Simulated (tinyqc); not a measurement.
RKS/BP86 in the sto-6g basis, for OH-, spin multiplicity 1, step by step. The basis has no diffuse functions, so it cannot describe the extra electron: this is an exercise in the method, not the real anion. One step of it, computed by the program tinyqc.

Problem. Iteration 2: building the Kohn-Sham matrix. J_ij = sum D_kl (ij|kl); F = H + J + V_xc; E = tr D H + tr D J / 2 + E_xc + E_nn.

D after iteration 1:
```
            1O 1s      1O 2s     1O 2px     1O 2py     1O 2pz      2H 1s
1O 1s    2.113510  -0.492076   0.000000   0.000000  -0.003684   0.035669
1O 2s   -0.492076   2.134788   0.000000   0.000000   0.021845  -0.211506
1O 2px   0.000000   0.000000   1.990505  -0.137477   0.000000   0.000000
1O 2py   0.000000   0.000000  -0.137477   0.009495   0.000000   0.000000
1O 2pz  -0.003684   0.021845   0.000000   0.000000   2.021789  -0.210965
2H 1s    0.035669  -0.211506   0.000000   0.000000  -0.210965   2.042605
```

core Hamiltonian H = T + V (hartree):
```
             1O 1s      1O 2s     1O 2px     1O 2py     1O 2pz      2H 1s
1O 1s   -32.211998  -7.112229   0.000000   0.000000  -0.004239  -0.200462
1O 2s    -7.112229  -8.438595   0.000000   0.000000  -0.050597  -0.600502
1O 2px    0.000000   0.000000  -6.742948   0.000000   0.000000   0.000000
1O 2py    0.000000   0.000000   0.000000  -6.742948   0.000000   0.000000
1O 2pz   -0.004239  -0.050597   0.000000   0.000000  -6.762621  -0.522655
2H 1s    -0.200462  -0.600502   0.000000   0.000000  -0.522655  -2.716299
```

Two-electron integrals (ij|kl) in chemists' order, unique and non-zero (hartree):
```
(11|11) 4.787491   (21|11) 0.675884   (21|21) 0.121505   (22|11) 1.117379
(22|21) 0.249212   (22|22) 0.817383   (31|31) 0.025762   (32|31) 0.039145
(32|32) 0.180664   (33|11) 1.117381   (33|21) 0.249212   (33|22) 0.817382
(33|33) 0.880663   (41|41) 0.025762   (42|41) 0.039145   (42|42) 0.180664
(43|43) 0.047461   (44|11) 1.117381   (44|21) 0.249212   (44|22) 0.817382
(44|33) 0.785741   (44|44) 0.880663   (51|51) 0.025762   (52|51) 0.039145
(52|52) 0.180664   (53|53) 0.047461   (54|54) 0.047461   (55|11) 1.117381
(55|21) 0.249212   (55|22) 0.817382   (55|33) 0.785741   (55|44) 0.785741
(55|55) 0.880663   (61|11) 0.020011   (61|21) 0.003457   (61|22) 0.006965
(61|33) 0.006951   (61|44) 0.006951   (61|51) 0.000171   (61|52) 0.000339
(61|55) 0.006992   (61|61) 0.000100   (62|11) 0.066659   (62|21) 0.015164
(62|22) 0.057524   (62|33) 0.056537   (62|44) 0.056537   (62|51) 0.001200
(62|52) 0.009939   (62|55) 0.059496   (62|61) 0.000436   (62|62) 0.005911
(63|31) 0.001422   (63|32) 0.008783   (63|53) 0.001919   (63|63) 0.000695
(64|41) 0.001422   (64|42) 0.008783   (64|54) 0.001919   (64|64) 0.000695
(65|11) 0.057213   (65|21) 0.013161   (65|22) 0.052947   (65|33) 0.050924
(65|44) 0.050924   (65|51) 0.002242   (65|52) 0.016637   (65|55) 0.056993
(65|61) 0.000390   (65|62) 0.006580   (65|65) 0.007885   (66|11) 0.280648
(66|21) 0.064863   (66|22) 0.280093   (66|33) 0.273944   (66|44) 0.273944
(66|51) 0.004204   (66|52) 0.049564   (66|55) 0.292390   (66|61) 0.001860
(66|62) 0.042650   (66|65) 0.053286   (66|66) 0.774999
```

nuclear repulsion = 2.24703699 hartree

V_xc (hartree):
```
            1O 1s      1O 2s     1O 2px     1O 2py     1O 2pz      2H 1s
1O 1s   -3.118523  -0.371448   0.000000   0.000000  -0.000152  -0.011504
1O 2s   -0.371448  -0.763651   0.000000   0.000000  -0.001243  -0.050430
1O 2px   0.000000   0.000000  -0.803060   0.008374   0.000000   0.000000
1O 2py   0.000000   0.000000   0.008374  -0.682763   0.000000   0.000000
1O 2pz  -0.000152  -0.001243   0.000000   0.000000  -0.805091  -0.048210
2H 1s   -0.011504  -0.050430   0.000000   0.000000  -0.048210  -0.525840
```

E_xc = sum of w rho eps_xc = -9.46021551 hartree

Give: Coulomb J; Kohn-Sham matrix F; total energy of this density.

Solution.

Coulomb J (hartree):
```
          1O 1s   1O 2s   1O 2px   1O 2py  1O 2pz   2H 1s
1O 1s   16.8548  2.9640   0.0000   0.0000  0.0087  0.0853
1O 2s    2.9640  7.6745   0.0000   0.0000  0.0976  0.5644
1O 2px   0.0000  0.0000   7.7249  -0.0130  0.0000  0.0000
1O 2py   0.0000  0.0000  -0.0130   7.5369  0.0000  0.0000
1O 2pz   0.0087  0.0976   0.0000   0.0000  7.7618  0.5415
2H 1s    0.0853  0.5644   0.0000   0.0000  0.5415  3.8111
```

Kohn-Sham matrix F (hartree):
```
           1O 1s    1O 2s   1O 2px   1O 2py   1O 2pz    2H 1s
1O 1s   -18.4757  -4.5197   0.0000   0.0000   0.0043  -0.1267
1O 2s    -4.5197  -1.5277   0.0000   0.0000   0.0458  -0.0865
1O 2px    0.0000   0.0000   0.1789  -0.0047   0.0000   0.0000
1O 2py    0.0000   0.0000  -0.0047   0.1112   0.0000   0.0000
1O 2pz    0.0043   0.0458   0.0000   0.0000   0.1941  -0.0293
2H 1s    -0.1267  -0.0865   0.0000   0.0000  -0.0293   0.5689
```

total energy of this density = -74.776767 hartree
